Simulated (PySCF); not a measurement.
Species: 1-chloro-1-propene(Z), C₃H₅Cl.
InChI=1S/C3H5Cl/c1-2-3-4/h2-3H,1H3/b3-2-

Computed, not measured: PBE0-D3(BJ)/def2-TZVP geometry optimisation, gas phase (PySCF).

Masses are those of the commonest isotopes; rigid-rotor values at the optimised geometry. 

Task: Give the principal moments of inertia and the rotational constants in cm⁻¹.

Result: Ia = 34.87, Ib = 138.78, Ic = 170.54 u·Å²; 505379 MHz·u·Å²/I gives 14493, 3642 and 2963 MHz, that is A = 0.48343, B = 0.12147, C = 0.09885 cm⁻¹.

Task: What kind of rotor is it?

Result: An asymmetric top; Ray's κ = -0.882.

Task: What does the inertial defect say?

Result: Not planar: Δ = Ic − Ia − Ib = -3.11 u·Å². For a rigid frame Δ = −2 Σ m c², so Σ m c² = 1.55 u·Å² lies off the ab plane, practically all of it from hydrogen. The atom farthest from that plane is 0.89 Å away.

Task: Give the other two planar moments, Paa and Pbb, and the rms extents of the mass along the axes.

Result: Paa = Σ m a² = (Ib + Ic − Ia)/2 = 137.22 and Pbb = Σ m b² = (Ia + Ic − Ib)/2 = 33.32 u·Å². With the mass M = 76.01 u, the rms extents √(P/M) along a, b and c are 1.34, 0.66, 0.14 Å.

Task: Give the coordinates in the principal-axis frame, origin at the centre of mass.

Result: The sense of each axis is arbitrary; atoms in the order of the calculation.
| atom | mass (u) | a (Å) | b (Å) | c (Å) |
| --- | --- | --- | --- | --- |
| C1 | 12.000 | -1.869 | -0.750 | 0.000 |
| C2 | 12.000 | -1.267 | 0.607 | 0.000 |
| C3 | 12.000 | 0.023 | 0.907 | 0.000 |
| Cl4 | 34.969 | 1.290 | -0.265 | 0.000 |
| H5 | 1.008 | -1.108 | -1.529 | -0.022 |
| H6 | 1.008 | -2.525 | -0.879 | -0.867 |
| H7 | 1.008 | -2.489 | -0.896 | 0.889 |
| H8 | 1.008 | -1.945 | 1.457 | 0.002 |
| H9 | 1.008 | 0.392 | 1.923 | 0.001 |

Task: Where do the levels up to J = 4 lie, in MHz?

Result: Above 0(0,0):
J = 1: 1(0,1) 6605, 1(1,1) 17456, 1(1,0) 18135
J = 2: 2(0,2) 19785, 2(1,2) 29988, 2(1,1) 32023, 2(2,1) 64577, 2(2,0) 64608
J = 3: 3(0,3) 39477, 3(1,3) 48768, 3(1,2) 52836, 3(2,2) 84393, 3(2,1) 84546, 3(3,1) 140364, 3(3,0) 140364
J = 4: 4(0,4) 65593, 4(1,4) 73773, 4(1,3) 80549, 4(2,3) 110789, 4(2,2) 111247, 4(3,2) 166843, 4(3,1) 166849, 4(4,1) 245122, 4(4,0) 245122

Task: Which lines would a microwave search look for?

Result: The dipole components are |μa| = 1.49 D, |μb| = 0.61 D, |μc| = 0.00 D; the mirror of this Cs structure is the ab plane, so μc vanishes by symmetry and there are no c-type lines. The squared components, which scale the intensities, stand as 1.00 : 0.17 (a : b). Some lines, for components of 0.1 D or more:

| type | branch | J(Ka,Kc) | MHz | lower level (cm⁻¹) |
| --- | --- | --- | --- | --- |
| a | Q | 2(1,1) ← 2(1,2) | 2035 | 1.000 |
| b | R | 5(1,4) ← 4(2,3) | 4337 | 3.696 |
| b | Q | 3(1,2) ← 3(0,3) | 13359 | 1.317 |
| a | R | 4(3,2) ← 3(3,1) | 26480 | 4.682 |
| a | R | 4(2,2) ← 3(2,1) | 26701 | 2.820 |
| a | R | 5(2,4) ← 4(2,3) | 32957 | 3.696 |
| a | R | 5(3,3) ← 4(3,2) | 33123 | 5.565 |
| b | R | 4(1,4) ← 3(0,3) | 34295 | 1.317 |
| b | Q | 2(2,1) ← 2(1,2) | 34589 | 1.000 |
| b | Q | 4(2,3) ← 4(1,4) | 37016 | 2.461 |
| b | Q | 5(2,4) ← 5(1,5) | 38769 | 3.502 |
| b | Q | 5(3,3) ← 5(2,4) | 56220 | 4.795 |
| b | R | 4(2,2) ← 3(1,3) | 62479 | 1.627 |
| b | R | 5(2,4) ← 4(1,3) | 63197 | 2.687 |
| b | Q | 5(4,1) ← 5(3,2) | 78226 | 6.671 |
| b | Q | 5(4,2) ← 5(3,3) | 78251 | 6.670 |
| b | Q | 4(4,0) ← 4(3,1) | 78273 | 5.565 |
| b | Q | 4(4,1) ← 4(3,2) | 78279 | 5.565 |
| b | R | 4(3,2) ← 3(2,1) | 82297 | 2.820 |
| b | R | 4(3,1) ← 3(2,2) | 82457 | 2.815 |
| b | R | 5(3,3) ← 4(2,2) | 88719 | 3.711 |
| b | Q | 5(5,1) ← 5(4,2) | 100651 | 9.280 |
| b | R | 4(4,0) ← 3(3,1) | 104759 | 4.682 |
| b | R | 5(4,2) ← 4(3,1) | 111367 | 5.565 |
| b | R | 5(5,1) ← 4(4,0) | 133745 | 8.176 |

Task: Estimate the classical rotational partition function at 10 K, 25 K and 50 K.

Result: Point group Cs, symmetry number σ = 1; q = (√π/σ)·√((kT/h)³/(ABC)), k/h = 20836.6 MHz/K: 426 at 10 K, 1680 at 25 K, 4770 at 50 K.

Stationary, but not proved a minimum. Zero-point vibration and centrifugal distortion are left out. A rigid rotor knows nothing of internal rotation, which can split or shift real lines. Quadrupole hyperfine structure (35Cl) is left out.
